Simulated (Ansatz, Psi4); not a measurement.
# The same job for Psi4

Ansatz 0.2.0 runs this on [BF2]+ (SMILES F[B+]F):

input.yaml:
```yaml
crystal:
  periodic: [false, false, false]
  atoms:
    - {symbol: F, position_ang: [0.329710, 1.140520, 0.307700]}
    - {symbol: B, position_ang: [0.000000, -0.000000, 0.000000]}
    - {symbol: F, position_ang: [-0.329720, -1.140520, -0.307700]}
basis:
  gaussian: {orbitals: cc-pVTZ}
total_charge: 1
hamiltonian: {xc: {name: SVWN5}}
accuracy: high
output: {orbitals: {seedname: orbitals}}
```

```bash
$ ansatz run input.yaml --threads 1 --pin off --max-ram 3480MiB --events-out events.jsonl --progress --plain --runs-dir runs
```

The coordinates come from a PBE0-D4/def2-TZVP relaxation.

It gives a total energy of -222.806772 Eh.

**Question.** How is this level of theory, on these atoms, set up in Psi4 1.11 as a Python script?

**Answer.** One way, which was run:

bf2.py:
```python
import psi4

psi4.set_memory(2200000000)
psi4.set_num_threads(1)
psi4.core.set_output_file('bf2.out', False)

m = psi4.geometry("""
1 1
F      0.62306160     2.15527044     0.58146873
B      0.00000000     0.00000000     0.00000000
F     -0.62308050    -2.15527044    -0.58146873
units bohr
symmetry c1
no_reorient
no_com
""")

options = {'basis': 'cc-pVTZ', 'puream': True, 'e_convergence': 1e-09, 'd_convergence': 1e-08, 'scf_type': 'pk', 'dft_radial_points': 99, 'dft_spherical_points': 590}
psi4.set_options(options)

result, w = psi4.energy('scf', dft_functional={"name": "SVWN5", "x_functionals": {"LDA_X": {}}, "c_functionals": {"LDA_C_VWN": {}}}, return_wfn=True)
psi4.oeprop(w, 'WIBERG_LOWDIN_INDICES', 'MULLIKEN_CHARGES', 'DIPOLE')
print('E =', round(result, 9))
```

```bash
$ python bf2.py
```

Its energy is -222.806772 Eh, the same as the first but for the last digit, at most.
